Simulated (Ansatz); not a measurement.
**ScTlS2 (P6₃/mmc, No. 194; cell taken from a computed entry)**

All values below come from PBEsol+SOC (Ansatz, a first-principles code, PAW).

Run with plane-wave cutoff 520 eV, 12×12×4 k mesh (along the axes of the cell as run), Fermi–Dirac smearing 0.01 eV, PAW data made under PBE.

Cell (relaxed with PBEsol):

```yaml
crystal:
  lattice:
    - [3.72800, 0.00000, 0.00000]
    - [-1.86400, 3.22854, 0.00000]
    - [0.00000, 0.00000, 14.73598]
  atoms:
    - { symbol: Sc, position: [0.00000, 0.00000, 0.50000] }
    - { symbol: Sc, position: [0.00000, 0.00000, 0.00000] }
    - { symbol: Tl, position: [0.66667, 0.33333, 0.75000] }
    - { symbol: Tl, position: [0.33333, 0.66667, 0.25000] }
    - { symbol: S, position: [0.33333, 0.66667, 0.90390] }
    - { symbol: S, position: [0.66667, 0.33333, 0.09610] }
    - { symbol: S, position: [0.66667, 0.33333, 0.40390] }
    - { symbol: S, position: [0.33333, 0.66667, 0.59610] }
```

```json
{
 "band_gap": "0.57 eV (indirect)",
 "smallest_direct_gap_on_the_k_points_sampled": "1.50 eV"
}
```

Computed values are for the static lattice.

Cost on a shared machine: about 15 core-minutes (a rough figure).
